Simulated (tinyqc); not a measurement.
Inside a calculation. Method: harmonic frequencies on the UHF/sto-3g surface (energies and gradients from PySCF), for NH3+, spin multiplicity 2. Computed by tinyqc, a small Python program that keeps every step (integrals from PySCF). Settings: charge = 1, multiplicity = 2, basis = sto-3g, delta = 0.005. Command: `OMP_NUM_THREADS=1 python tinyqc.py 31141 31142 out.jsonl` (the two numbers bound the seeds that draw the settings). One thread of a shared host (Intel(R) Xeon(R) Processor @ 2.60GHz), about 3 s of CPU time with the checks.

## One row of the Hessian: 2Hx

optimised positions (bohr):
```
            x          y         z
1N   0.035429  -0.000946  0.103877
2H   2.031359  -0.031755  0.128247
3H  -0.934979   1.741570  0.018673
4H  -0.990079  -1.712648  0.164943
```

gradient at +delta (hartree/bohr):
```
              x            y            z
1N  -0.00260982   0.00003368  -0.00003478
2H   0.00259290  -0.00003517   0.00003246
3H   0.00001041  -0.00001730   0.00000195
4H   0.00000651   0.00001880   0.00000036
```

gradient at -delta (hartree/bohr):
```
              x            y            z
1N   0.00265238  -0.00003307   0.00002664
2H  -0.00264490   0.00003588  -0.00003033
3H  -0.00000556   0.00001438   0.00000115
4H  -0.00000192  -0.00001719   0.00000254
```

Displace 2Hx by +/-0.005 bohr; H(k, :) = (g(+) - g(-)) / (2 delta).

row of the Hessian (hartree/bohr^2): 1Nx -0.52622033, 1Ny 0.00667496, 1Nz -0.00614123, 2Hx 0.52378014, 2Hy -0.00710503, 2Hz 0.00627913, 3Hx 0.00159732, 3Hy -0.00316892, 3Hz 0.00007934, 4Hx 0.00084287, 4Hy 0.00359899, 4Hz -0.00021724

## Hessian by finite differences

All rows are made in the same way, and the matrix is symmetrised.

Hessian (symmetrised) (hartree/bohr^2), lower triangle:
```
             1Nx          1Ny          1Nz          2Hx          2Hy          2Hz          3Hx          3Hy
1Nx   0.92671631
1Ny   0.00042341   0.92525706
1Nz   0.00999630  -0.03692057   0.05869996
2Hx  -0.52622012   0.00667464  -0.00614141   0.52378014
2Hy   0.00667483  -0.09148513   0.00316006  -0.00710495   0.06175172
2Hz  -0.00614675   0.00315975  -0.01920095   0.00627913  -0.00243924   0.00650400
3Hx  -0.19424887   0.18447703  -0.00985518   0.00159725   0.02723647  -0.00121105   0.17094410
3Hy   0.18447851  -0.42269752   0.01927811  -0.00316895   0.01450220  -0.00038384  -0.19608445   0.41378706
3Hz  -0.00985295   0.01927425  -0.01992913   0.00007973  -0.00003234   0.00633199   0.01022571  -0.01957061
4Hx  -0.20624834  -0.19157508   0.00600030   0.00084280  -0.02680634   0.00107865   0.02170800   0.01477484
4Hy  -0.19157645  -0.41108008   0.01448333   0.00359902   0.01523178  -0.00033694  -0.01563014  -0.00558908
4Hz   0.00600291   0.01448841  -0.01954472  -0.00021733  -0.00068885   0.00635658   0.00084091   0.00067545

             3Hz          4Hx          4Hy         4Hz
3Hz   0.00727890
4Hx  -0.00045248   0.18369802
4Hy   0.00032835   0.20360761   0.40143982
4Hz   0.00630987  -0.00662649  -0.01447532  0.00686990
```

## Normal modes

masses (u): 1N 14.003074, 2H 2.014102, 3H 1.007825, 4H 1.007825

Diagonalise H_ij / sqrt(m_i m_j); the 6 smallest eigenvalues belong to translations and rotations; wavenumber = sqrt(eigenvalue / 1822.888) x 219474.63; each mode has its largest component positive (the first on a tie); zero-point energy = sum of wavenumbers / 2, with 349.755 1/cm per kcal/mol. A mass of 2.014 u marks deuterium.

eigenvalues of the mass-weighted Hessian (hartree/(bohr^2 u)): -0.000003  -0.000001  0.000000  0.000000  0.000000  0.000001  0.019775  0.070136  0.099743  0.295381  0.539466  0.580719

harmonic wavenumbers of the vibrations (1/cm): 722.9  1361.4  1623.5  2793.8  3775.6  3917.3

mass-weighted modes:
```
        mode 1     mode 2     mode 3     mode 4     mode 5     mode 6
1Nx   0.005216  -0.005335  -0.247319  -0.335338   0.223075  -0.005042
1Ny  -0.019276  -0.334399   0.003818   0.005176  -0.003433  -0.316602
1Nz  -0.453321   0.014160  -0.003008  -0.004096   0.002703   0.013407
2Hx  -0.004606   0.010527  -0.147827   0.926160  -0.091324   0.000146
2Hy   0.016935   0.659906   0.002281  -0.014296   0.001410   0.009353
2Hz   0.398248  -0.027943  -0.001789   0.011307  -0.001116  -0.000396
3Hx  -0.006465   0.450918   0.571366  -0.027781  -0.341801  -0.320203
3Hy   0.023928   0.149877   0.363228   0.117898   0.594327   0.588570
3Hz   0.563003  -0.001160  -0.008882  -0.005331  -0.029188  -0.028694
4Hx  -0.006467  -0.445913   0.559501  -0.031527  -0.360613   0.338793
4Hy   0.023963   0.163718  -0.380686  -0.116983  -0.583524   0.578353
4Hz   0.563017  -0.012119   0.022622   0.004614   0.020689  -0.020721
```

zero-point energy = 20.291944 kcal/mol
